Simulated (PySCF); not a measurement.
**Orbital energies and ionisation energy**

Ethyl formate, C₃H₆O₂.
Structure used (PBE0-D3(BJ)/def2-TZVP), in Å, numbered top down from 1:
```
atom  x, y, z in Å
C1    -1.256    0.196   -0.510
C2    -0.371    0.077    0.706
O3     0.942    0.607    0.451
C4     1.815   -0.221   -0.113
O5     1.616   -1.361   -0.421
H6    -1.323    1.233   -0.843
H7    -2.262   -0.153   -0.267
H8    -0.872   -0.416   -1.328
H9    -0.748    0.673    1.537
H10   -0.273   -0.963    1.023
H11    2.772    0.304   -0.252
```

Level: wB97X-D/aug-cc-pVTZ (PySCF). Frontier orbitals with their largest atomic shares (Löwdin; up to four atoms above 4 %):

```
orbital  ε (eV)                           main atoms
 HOMO−3  -12.65    C1 28 %, O3 20 %, C2 10 %, H8 9 %
 HOMO−2  -11.77  C2 27 %, O3 21 %, C1 17 %, H10 10 %
 HOMO−1  -10.83   O3 38 %, O5 26 %, C4 10 %, C2 10 %
   HOMO  -10.22                                    ?
   LUMO    0.84  H9 28 %, H7 22 %, H6 16 %, H11 11 %
 LUMO+1    1.08    H11 55 %, H7 18 %, C4 8 %, C1 7 %
 LUMO+2    1.16   H9 24 %, H6 22 %, H8 15 %, C1 10 %
```

Task: What vertical ionisation energy does ΔSCF give, and how far is −ε(HOMO) from it?

Result: ΔSCF: 10.80 eV (1042 kJ/mol; threshold wavelength 115 nm); ⟨S²⟩ of the doublet left behind is 0.756, against 0.75 for a pure doublet. −ε(HOMO) is 10.22 eV, 0.58 eV below it. In exact Kohn–Sham theory the two would be equal; wB97X-D (range-separated hybrid) falls short of its own ΔSCF value by 5 %.

Task: On which atoms does the HOMO lie?

Result: O5 (ester carbonyl oxygen) 62 %, C4 (ester carbonyl carbon) 17 %, O3 (ester single-bonded oxygen) 9 %, H11 (formyl hydrogen) 6 %, so more than half of it is on one atom. The HOMO−1 lies 0.61 eV lower.

Task: With α = 45.6 au, estimate the like-pair dispersion coefficient by London's formula C6 = (3/4)α²I.

Result: I = 0.3969 Eh, so C6 ≈ 619 au, a rough estimate.

Task: What kinetic energy would electrons from this vertical process carry with Lyman-α light (10.199 eV)?

Result: The photon is 0.60 eV short of the vertical value.

Task: Shift the occupied levels rigidly so that −ε(HOMO) equals the ΔSCF value. What binding energies result?

Result: The shift is +0.58 eV: HOMO 10.80, HOMO−1 11.41, HOMO−2 12.35, HOMO−3 13.23 eV. A rigid shift is only a rough guide to the deeper ionisations.

Task: What total energies stand behind the ΔSCF value?

Result: E(N) = -268.39698 Eh and E(N − 1) = -268.00008 Eh at the same geometry, 0.39690 Eh apart.

Geometry: PBE0-D3(BJ)/def2-TZVP, one conformer, isolated molecule.

Note: wB97X-D ran without an empirical dispersion term, which enters the total energy and its gradient alone.
